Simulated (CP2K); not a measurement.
**SiH3F (SMILES F[SiH3]) at PBE0/def2-TZVPP**

What is the energy change on altering one bond length of SiH3F at PBE0/def2-TZVPP? 

The calculation is run with CP2K 2026.2.

2 further runs of the same task are left out: 1 that didn't finish, 1 set aside as unsound or not needed.

### Step 1. The system as given

SiH3F has 5 atoms, charge 0, and is taken as a singlet. SMILES: `F[SiH3]`. The shape is that of a PBE0-D4/def2-TZVP optimisation.

Bond lengths: F1–Si2 1.600 Å, Si2–H3 1.482 Å, Si2–H4 1.482 Å, Si2–H5 1.482 Å. Angles: F1–Si2–H3 108.3°, F1–Si2–H4 108.3°, F1–Si2–H5 108.3°, H3–Si2–H4 110.6°, H3–Si2–H5 110.6°, H4–Si2–H5 110.6°.

### Step 2. A single-point energy at PBE0/def2-TZVPP

The input, molecule.xyz:

```xyz
5

F     -1.274600     0.162800     0.858000
Si     0.043300    -0.019300    -0.030700
H     -0.367800    -0.192600    -1.443700
H      0.768600    -1.217900     0.451600
H      0.880500     1.193400     0.123400
```

The input, run.inp:

```
&GLOBAL
  PROJECT_NAME run
  RUN_TYPE ENERGY
  PRINT_LEVEL MEDIUM
&END GLOBAL

&FORCE_EVAL
  METHOD QS
  &DFT
    BASIS_SET_FILE_NAME ./def2_tzvpp.basis
    POTENTIAL_FILE_NAME POTENTIAL
    &QS
      METHOD GAPW
      EPS_DEFAULT 1.0E-10
    &END QS
    &MGRID
      CUTOFF 280
      REL_CUTOFF 50
      NGRIDS 4
    &END MGRID
    &POISSON
      PERIODIC NONE
      POISSON_SOLVER MULTIPOLE
    &END POISSON
    &SCF
      SCF_GUESS ATOMIC
      EPS_SCF 1.0E-07
      MAX_SCF 100
      ADDED_MOS 5
      &DIAGONALIZATION
        ALGORITHM STANDARD
      &END DIAGONALIZATION
      &MIXING
        METHOD DIRECT_P_MIXING
        ALPHA 0.4
      &END MIXING
    &END SCF
    &XC
      &XC_FUNCTIONAL
        &HYB_GGA_XC_PBEH
        &END HYB_GGA_XC_PBEH
      &END XC_FUNCTIONAL
      &HF
        FRACTION 0.25
        &SCREENING
          EPS_SCHWARZ 1.0E-10
        &END SCREENING
        &MEMORY
          MAX_MEMORY 1050
        &END MEMORY
      &END HF
    &END XC
    &PRINT
      &MOMENTS
        PERIODIC F
        REFERENCE COM
        MAX_MOMENT 1
      &END MOMENTS
      &MO ON
        ENERGIES T
        OCCUPATION_NUMBERS T
        NDIGITS 6
        &EACH
          QS_SCF 0
        &END EACH
        ADD_LAST NUMERIC
      &END MO
      &LOWDIN ON
      &END LOWDIN
      &HIRSHFELD OFF
      &END HIRSHFELD
    &END PRINT
  &END DFT
  &SUBSYS
    &CELL
      ABC 9.2 9.4 9.3
      PERIODIC NONE
    &END CELL
    &TOPOLOGY
      COORD_FILE_NAME molecule.xyz
      COORD_FILE_FORMAT XYZ
      &CENTER_COORDINATES
      &END CENTER_COORDINATES
    &END TOPOLOGY
    &KIND F
      BASIS_SET def2-TZVPP
      POTENTIAL ALL
      LEBEDEV_GRID 194
      RADIAL_GRID 100
    &END KIND
    &KIND Si
      BASIS_SET def2-TZVPP
      POTENTIAL ALL
      LEBEDEV_GRID 194
      RADIAL_GRID 100
    &END KIND
    &KIND H
      BASIS_SET def2-TZVPP
      POTENTIAL ALL
      LEBEDEV_GRID 194
      RADIAL_GRID 100
    &END KIND
  &END SUBSYS
&END FORCE_EVAL
```

On the command line:

```console
$ OMP_NUM_THREADS=1 cp2k.psmp -i run.inp > run.out 2>&1
```

What it wrote:

```text
CP2K| version string:                                       CP2K version 2026.2
[...]
 GLOBAL| Method name                                                        CP2K
[...]
 GLOBAL| Run type                                                         ENERGY
[...]
 DFT| Spin restricted Kohn-Sham (RKS) calculation                            RKS
 DFT| Multiplicity                                                             1
[...]
 DFT| Charge                                                                   0
[...]
 FUNCTIONAL| HYB_GGA_XC_PBEH:
[...]
 QS| Method:                                                                GAPW
[...]
 QS| Density cutoff [a.u.]:                                                140.0
[...]
 QS| Relative density cutoff [a.u.]:                                        25.0
[...]
                             - Atoms:                                          5
[...]
                             - Spherical basis functions:                    115
[...]
 Number of electrons:                                                         26
[...]
     1 P_Mix/Diag. 0.40E+00    7.4     0.44792272      -391.0461863702 -3.91E+02
[...]
    14 DIIS/Diag.  0.16E-07    1.4     8.2390E-09      -391.0189406590 -1.71E-13
  *** SCF run converged in    14 steps ***
[...]
  Overlap energy of the core charge distribution:               0.00000013501092
  Self energy of the core charge distribution:               -234.45521880613390
  Core Hamiltonian energy:                                   -164.99122535201610
  Hartree energy:                                              58.06723119574792
  Exchange-correlation energy:                                 -8.00245550253599
  Hartree-Fock Exchange energy:                                -7.88055042255641
[...]
                     Mulliken Population Analysis
 #  Atom  Element  Kind  Atomic population                           Net charge
       1     F        1          9.320764                             -0.320764
       2     Si       2         13.478061                              0.521939
       3     H        3          1.066394                             -0.066394
       4     H        3          1.067417                             -0.067417
       5     H        3          1.067364                             -0.067364
 # Total charge                             26.000000                  0.000000
[...]
  Dipole moment [Debye]
    X=  0.1051769E+01 Y= -0.1448360E+00 Z= -0.7110381E+00  Total=      1.2777988
 ENERGY| Total FORCE_EVAL ( QS ) energy [hartree]           -391.018940658959593
[...]
```

Wall time 27 s (1 thread of Arm Neoverse V1, shared host); peak memory 0.61 GiB.

### Step 3. The distorted shape, same level

The input, run.inp:

```
&GLOBAL
 PROJECT_NAME run
 RUN_TYPE ENERGY
 PRINT_LEVEL MEDIUM
&END GLOBAL
&FORCE_EVAL
 METHOD QUICKSTEP
 &DFT
  BASIS_SET_FILE_NAME ./def2_tzvpp.basis
  POTENTIAL_FILE_NAME POTENTIAL
  CHARGE 0
  MULTIPLICITY 1
  &QS
   METHOD GAPW
   EPS_DEFAULT 1.0E-10
  &END QS
  &MGRID
   CUTOFF 280
   REL_CUTOFF 50
   NGRIDS 4
  &END MGRID
  &POISSON
   PERIODIC NONE
   POISSON_SOLVER MULTIPOLE
  &END POISSON
  &SCF
   SCF_GUESS ATOMIC
   EPS_SCF 1.0E-07
   MAX_SCF 150
   ADDED_MOS 3
   &DIAGONALIZATION
    ALGORITHM STANDARD
   &END DIAGONALIZATION
   &MIXING
    METHOD DIRECT_P_MIXING
    ALPHA 0.4
   &END MIXING
  &END SCF
  &XC
   &XC_FUNCTIONAL
    &HYB_GGA_XC_PBEH
    &END HYB_GGA_XC_PBEH
   &END XC_FUNCTIONAL
   &HF
    FRACTION 0.25
    &SCREENING
     EPS_SCHWARZ 1.0E-10
     SCREEN_ON_INITIAL_P F
    &END SCREENING
    &INTERACTION_POTENTIAL
     POTENTIAL_TYPE COULOMB
    &END INTERACTION_POTENTIAL
    &MEMORY
     MAX_MEMORY 1050
    &END MEMORY
   &END HF
  &END XC
  &PRINT
   &MOMENTS
    PERIODIC F
    REFERENCE COM
    MAX_MOMENT 1
   &END MOMENTS
   &MO ON
    ENERGIES T
    OCCUPATION_NUMBERS T
    NDIGITS 6
    &EACH
     QS_SCF 0
    &END EACH
    ADD_LAST NUMERIC
   &END MO
   &LOWDIN ON
   &END LOWDIN
   &HIRSHFELD OFF
   &END HIRSHFELD
  &END PRINT
 &END DFT
 &SUBSYS
  &CELL
   ABC [angstrom] 9.2 9.4 11
   PERIODIC NONE
  &END CELL
  &COORD
   SCALED T
   F    0.38287500   0.51862234   0.68169691
   Si   0.52612500   0.49925000   0.60090600
   H    0.42781750   0.45869000   0.31830309
   H    0.60496196   0.37173936   0.64475145
   H    0.61712500   0.62826064   0.61491509
  &END COORD
  &KIND F
   BASIS_SET def2-TZVPP
   POTENTIAL ALL
   LEBEDEV_GRID 194
   RADIAL_GRID 100
  &END KIND
  &KIND Si
   BASIS_SET def2-TZVPP
   POTENTIAL ALL
   LEBEDEV_GRID 194
   RADIAL_GRID 100
  &END KIND
  &KIND H
   BASIS_SET def2-TZVPP
   POTENTIAL ALL
   LEBEDEV_GRID 194
   RADIAL_GRID 100
  &END KIND
 &END SUBSYS
&END FORCE_EVAL
```

On the command line:

```console
$ OMP_NUM_THREADS=1 cp2k.psmp run.inp > run.out
```

What it wrote:

```text
CP2K| version string:                                       CP2K version 2026.2
[...]
 GLOBAL| Method name                                                        CP2K
[...]
 GLOBAL| Run type                                                         ENERGY
[...]
 GENERATE| WARNING:: No connections detected for Hydrogen - Atom Nr:         3 !
 GENERATE|  Preliminary Number of Bonds generated:                             0
 GENERATE|  Achieved consistency in connectivity generation.
[...]
 DFT| Spin restricted Kohn-Sham (RKS) calculation                            RKS
 DFT| Multiplicity                                                             1
[...]
 DFT| Charge                                                                   0
[...]
 FUNCTIONAL| HYB_GGA_XC_PBEH:
[...]
 QS| Method:                                                                GAPW
[...]
 QS| Density cutoff [a.u.]:                                                140.0
[...]
 QS| Relative density cutoff [a.u.]:                                        25.0
[...]
                             - Atoms:                                          5
[...]
                             - Spherical basis functions:                    115
[...]
 Number of electrons:                                                         26
[...]
     1 P_Mix/Diag. 0.40E+00    7.2     0.45216828      -390.8561236750 -3.91E+02
[...]
    18 DIIS/Diag.  0.17E-06    1.6     0.00000006      -390.8483528547 -4.55E-13
  *** SCF run converged in    18 steps ***
[...]
  Overlap energy of the core charge distribution:               0.00000010054111
  Self energy of the core charge distribution:               -234.45521880613390
  Core Hamiltonian energy:                                   -165.28673553825465
  Hartree energy:                                              58.38282869827638
  Exchange-correlation energy:                                 -7.86635905951015
  Hartree-Fock Exchange energy:                                -7.82001208567887
[...]
                     Mulliken Population Analysis
 #  Atom  Element  Kind  Atomic population                           Net charge
       1     F        1          9.273885                             -0.273885
       2     Si       2         13.525918                              0.474082
       3     H        3          1.156367                             -0.156367
       4     H        3          1.022128                             -0.022128
       5     H        3          1.021701                             -0.021701
 # Total charge                             26.000000                  0.000000
[...]
  Dipole moment [Debye]
    X=  0.1786497E+01 Y=  0.1662476E+00 Z=  0.1793651E+01  Total=      2.5370048
 ENERGY| Total FORCE_EVAL ( QS ) energy [hartree]           -390.848352854658401
[...]
```

Run time: 35 s. Hardware: 1 thread of Arm Neoverse V1, shared host; peak memory 0.67 GiB.

### Step 4. Summary of results

At PBE0/def2-TZVPP:

```
                                                          quantity          value
                                         first shape: total energy  -391.01894 Eh
                                        first shape: dipole moment         1.28 D
                                          first shape: HOMO energy       -9.77 eV
                                          first shape: LUMO energy       -0.13 eV
                                        first shape: HOMO–LUMO gap        9.64 eV
                                     distorted shape: total energy  -390.84835 Eh
                                    distorted shape: dipole moment         2.54 D
                                      distorted shape: HOMO energy       -6.71 eV
                                      distorted shape: LUMO energy       -3.89 eV
                                    distorted shape: HOMO–LUMO gap        2.82 eV
energy change with the Si2–H3 bond stretched from 1.482 to 3.260 Å       4.642 eV
```

One bond (distorted shape) is far stretched, which a spin-restricted single reference describes badly; a broken-symmetry solution may lie lower. With the Si2–H3 bond stretched from 1.482 to 3.260 Å the energy rises by 4.64 eV (107 kcal/mol). A restricted reference can't describe the breaking bond well at this length.
